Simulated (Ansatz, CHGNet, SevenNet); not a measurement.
**How well does each level of theory give the elastic constant C12 of B20 (FeSi-type) FeSi?**

Reference value: 113 GPa (measured, temperature not stated, not corrected to a static lattice; as tabulated in S\"ule et al. (2014), arXiv:1401.1310).

What do CHGNet 0.3.0, CHGNet-r²SCAN, SevenNet-l3i5, LDA, PBE, PBEsol, HSE06, PBE0 give, and how far is each from the reference?


```tsv
level (code)	value (GPa)	cell (Å³/atom)	difference (%)
CHGNet 0.3.0	86.7	10.95	-23
CHGNet-r²SCAN	68.6	10.63	-39
SevenNet-l3i5	156	11.01	+38
LDA (Ansatz)	158	10.42	+40
PBE (Ansatz)	135	11.00	+19.5
PBEsol (Ansatz)	148	10.67	+31
HSE06 (Ansatz)	146	10.51	+29
PBE0 (Ansatz)	147	10.50	+30
```

The reference's temperature isn't stated, so close values are not ranked against it. Off by more than 25 %, or 35 % on the side where a correction would as a rule narrow the miss (bounds picked here): LDA (+40 %), CHGNet-r²SCAN (-39 %), SevenNet-l3i5 (+38 %).

The reference isn't brought to a static lattice, while the calculations are for one, so the differences are not the levels' errors alone. The crystal itself was run without spin with LDA, PBE, PBEsol, HSE06, PBE0; a magnetic state was not tried in these runs. Each level is taken at its own relaxed cell. K meshes differ between the levels. Ansatz's density-functional and Hartree–Fock values are scalar-relativistic unless marked +SOC, with PAW data made under PBE.

Machine-learned potentials (CHGNet 0.3.0, CHGNet-r²SCAN, SevenNet-l3i5) are trained on DFT data: a solid inside that data is no test of them.

Differences are worked out from the printed values.

Ansatz is a program for electronic structure.
